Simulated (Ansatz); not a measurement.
# SiS: basis-set convergence

One table from this session's results is given with a row withheld; the runs are named, their logs left out.

The runs use Ansatz 0.2.0, Gaussian basis; one geometry, several basis sets.

Levels to be run: PBE0-D4/def2-SVP; ωB97M-V/def2-SVP; PBE0-D4/def2-QZVPP; ωB97M-V/def2-QZVPP; CCSD(T)/cc-pV(D+d)Z; CCSD(T)/cc-pV(T+d)Z; CCSD(T)/cc-pV(Q+d)Z; the functionals' def2-TZVPP values are taken from earlier runs.

## Structure used throughout

The geometry comes from an earlier relaxation with PBE0-D4 in a triple-zeta def2 set; it is a stationary point.

SMILES `[Si-]#[S+]`, 2 atoms, charge 0, spin multiplicity 1.

Atoms are counted from 1 here; the program's logs count them from 0.

Bond lengths: Si1–S2 1.930 Å.

As a file:

```tsv
atom	x (Å)	y (Å)	z (Å)
Si1	0.00000	0.00000	-0.00029
S2	0.00000	0.00000	1.92961
```

The first run:

in.yaml

```yaml
crystal:
  periodic: [false, false, false]
  atoms:
    - {symbol: Si, position_ang: [-0.000000, 0.000000, -0.000291]}
    - {symbol: S, position_ang: [0.000000, -0.000000, 1.929612]}
basis:
  gaussian: {orbitals: def2-SVP}
hamiltonian: {xc: pbe0, dispersion: d4}
output: {orbitals: {seedname: orbitals}}
```

Run with:

```sh
ansatz run in.yaml --threads 2 --pin off --events-out ev --progress --plain --max-ram 22528MiB --backend cpu
```

Steps of the session up to this table: PBE0-D4 in def2-SVP; ωB97M-V in def2-SVP; PBE0-D4 in def2-QZVPP; ωB97M-V in def2-QZVPP.

One table of the session follows, with a row left open; its other results are not shown here.

It belongs to the step «Functionals by basis». 

| functional | basis | HOMO (eV) | LUMO (eV) |
| --- | --- | --- | --- |
| PBE0-D4 | def2-SVP | -8.01 | -2.22 |
| PBE0-D4 | def2-TZVPP | -8.03 | -2.32 |
| PBE0-D4 | def2-QZVPP | -8.06 | -2.36 |
| ωB97M-V | def2-SVP | -10.01 | -0.10 |
| ωB97M-V | def2-TZVPP | ? | ? |
| ωB97M-V | def2-QZVPP | -10.11 | -0.41 |

Q: Estimate the row for ωB97M-V, def2-TZVPP from the others.

The run gave: HOMO (eV): -10.07; LUMO (eV): -0.31. In the column «HOMO (eV)» it lies between ωB97M-V, def2-QZVPP (-10.11) and ωB97M-V, def2-SVP (-10.01).
